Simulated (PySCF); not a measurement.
# The bond of NaLi+, level by level

An exercise on one series of results from a longer session: the logs are not shown, and one member is left open.

Program: PySCF 2.14.0. Level of theory: Na aug-pcseg-1, Li aug-pcseg-1, no relativity. These are calculated values, not measurements.

The first run:

Settings of the job:

| Property | Result |
| --- | --- |
| atoms | Na, Li |
| charge | 1 |
| basis | Na aug-pcseg-1, Li aug-pcseg-1 |
| Hamiltonian | no relativity |
| basis functions | 27 |
| electrons treated | 13 |
| masses in u | 22.9898, 7.0160 |
| levels | PBE0, PBE, r²SCAN, revPBE, BHandHLYP, TPSS, LC-ωPBE, HF, MP2, SCS-MP2, CCSD, CCSD(T) |
| grid | 80 radial by 434 angular points |
| occupations | held fixed by the projection of orbital angular momentum |
| dissociation limit | Na+ + Li, each in its ground configuration |
| starting distance in angstrom | 2.960 |
| values of 2S to try | 1, 3 |

The run is started by

```sh
OMP_NUM_THREADS=1 python dia.py task.json out
```

Steps of the session up to this table: Input; First curve: PBE0; PBE (GGA); r²SCAN (meta-GGA); revPBE; BHandHLYP (global hybrid GGA); TPSS (meta-GGA); LC-ωPBE (range-separated hybrid); UHF; MP2 and coupled cluster.

One of the session's tables, all rows but one given; the rest of the session is left out.

It belongs to the step «The curves together». Energy (eV) from each level's lowest point:

| R (Å) | UHF | UHF-MP2 | UHF-SCS-MP2 | UHF-CCSD | UHF-CCSD(T) |
| --- | --- | --- | --- | --- | --- |
| 2.927 | 0.126 | 0.122 | 0.123 | n/a | n/a |
| 3.064 | 0.064 | 0.061 | 0.061 | 0.061 | 0.061 |
| 3.200 | ? | ? | ? | ? | ? |
| 3.302 | 0.008 | 0.007 | 0.007 | 0.007 | 0.007 |
| 3.404 | 0.000 | 0.000 | 0.000 | 0.000 | 0.000 |
| 3.506 | 0.000 | 0.000 | 0.000 | 0.000 | 0.000 |
| 3.642 | 0.009 | 0.010 | 0.010 | 0.010 | 0.010 |
| 3.812 | 0.032 | 0.034 | 0.034 | 0.034 | 0.034 |
| 4.017 | 0.073 | 0.076 | 0.075 | 0.076 | 0.076 |
| 4.289 | 0.142 | 0.145 | 0.144 | n/a | n/a |

**Question.** Estimate the row for R (Å) = 3.200.

Worked estimate for «UHF». A straight line through the neighbours (3.064, 0.064) and (3.302, 0.008) gives 0.064 + (0.008 − 0.064) × (3.200 − 3.064) / (3.302 − 3.064) = 0.032; a parabola fitted to 4 rows on both sides gives 0.024.

The run gave: UHF: 0.025; UHF-MP2: 0.023; UHF-SCS-MP2: 0.023; UHF-CCSD: 0.023; UHF-CCSD(T): 0.023. In «UHF» the line misses by +0.007 and the parabola by -0.001.
